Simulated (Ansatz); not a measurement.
The reference is MgO in the rock salt structure (space group Fm-3m, No. 225).

```xyz
2
Lattice="0.0000 2.1071 2.1071 2.1071 0.0000 2.1071 2.1071 2.1071 0.0000" Properties=species:S:1:pos:R:3 pbc="T T T"
O      0.0000     0.0000     0.0000
Mg     2.1071     2.1071     2.1071
```

All numbers come from plane-wave PAW DFT at the PBEsol level (Ansatz, a first-principles code, 420 eV), no spin-orbit coupling.

The change: full substitution Mg → Ba, then cell and atoms are relaxed.

Measured lattice parameter a: MgO 4.189 Å (static lattice; corrected from measurement; as listed in Daniel Mejia-Rodriguez, S. B. Trickey, Phys. Rev. B (2018)); BaO 5.54 Å (room temperature; as listed in Juan A. Santana et al., The Journal of Chemical Physics (2016)).

Q: How well does PBEsol reproduce the measured shift?

A: With PBEsol the lattice parameter a moves by +1.276 Å (4.214 → 5.490) against +1.351 Å measured. The two measured values stand on different bases (one corrected, one not), which blurs small differences.

Whether these cells are dynamically stable was not tested.
